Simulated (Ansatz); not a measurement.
**Elastic constant C66 of 2H-SiC at several levels of theory**

No measured value is used here.

```csv
level (code),value (GPa),cell (Å³/atom)
LDA (Ansatz),203,10.14
PBE (Ansatz),196,10.50
PBEsol (Ansatz),196,10.34
r²SCAN (Ansatz),213,10.34
B3LYP (VWN-RPA form) (Ansatz),214,10.47
HSE06 (Ansatz),212,10.28
PBE0 (Ansatz),212,10.28
Hartree–Fock (Ansatz),247,10.41
```

Each level is taken at its own relaxed cell. Cutoffs and k meshes differ between the levels. Ansatz's density-functional and Hartree–Fock values are scalar-relativistic unless marked +SOC, with PAW data made under PBE.

Ansatz is an electronic-structure program.
